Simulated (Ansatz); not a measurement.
Input for Ansatz (development build ahead of 0.2.0):

```yaml
crystal:
  periodic: [false, false, false]
  atoms:
    - { symbol: C, position_ang: [-0.00155, 0.00175, 0.00855] }
    - { symbol: C, position_ang: [0.89426, 0.89249, 0.87833] }
    - { symbol: H, position_ang: [1.51195, 1.51712, 0.24656] }
    - { symbol: H, position_ang: [1.51713, 0.2472, 1.51884] }
    - { symbol: H, position_ang: [0.24958, 1.5257, 1.5142] }
    - { symbol: C, position_ang: [-0.8908, -0.89283, 0.88745] }
    - { symbol: H, position_ang: [-1.52606, -1.51411, 0.26076] }
    - { symbol: H, position_ang: [-0.25924, -1.51894, 1.52188] }
    - { symbol: H, position_ang: [-1.52518, -0.24967, 1.51406] }
    - { symbol: C, position_ang: [-0.88757, 0.89614, -0.89281] }
    - { symbol: H, position_ang: [-1.52929, 0.26199, -1.52188] }
    - { symbol: H, position_ang: [-0.26125, 1.51523, -1.52937] }
    - { symbol: H, position_ang: [-1.52807, 1.51982, -0.25119] }
    - { symbol: C, position_ang: [0.87957, -0.89592, -0.88877] }
    - { symbol: H, position_ang: [0.24469, -1.51115, -1.51988] }
    - { symbol: H, position_ang: [1.52999, -0.25598, -1.52021] }
    - { symbol: H, position_ang: [1.52477, -1.52631, -0.26235] }
basis:
  gaussian: { orbitals: cc-pVDZ }
hamiltonian:
  xc: hf
```

The input is written out in the form of the current development build from the run's settings.

Results

| Property | Result |
| --- | --- |
| Converged | yes |
| Total energy | -196.34486 hartree |
| Spin squared of the determinant | 0.000 |
